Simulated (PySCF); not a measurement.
Question: Give a PBE0-D3(BJ)/def2-SVP geometry of OsOF5 (`[O]=[Os]([F])([F])([F])([F])[F]`) [radical]. (Doublet state.)

Answer: 
```xyz
7
F5OOs angstrom
O      0.4071   -0.4805   -1.6694
Os     0.0319   -0.0342   -0.1149
F      1.6255    0.8519    0.1844
F     -0.7466    1.5710   -0.5972
F      0.7487   -1.5563    0.6503
F     -0.3980    0.4534    1.6274
F     -1.6343   -0.8345   -0.1308
```

Any rigid rotation of these coordinates is as good. Atoms count from 1 in this order. Os2 (osmium bonded to 5 F and O) is distorted octahedral (the three widest angles are 179.5°, 170.7° and 170.5°, the others run from 85.0° to 94.9°).

Bonds between heavy atoms (Å): O1=Os2 1.660, Os2–F3 1.848, Os2–F4 1.848, Os2–F5 1.848, Os2–F6 1.860, Os2–F7 1.849.

Method: PySCF, PBE0-D3(BJ)/def2-SVP geometry optimisation, gas phase, def2 core potentials past Kr.

Point group: C4v (every atom within 0.08 Å of its image). No PBE0-D3(BJ)/def2-SVP frequencies stand behind this structure, so it isn't proved a minimum. ⟨S²⟩ = 0.764 (exact for a doublet: 0.75).
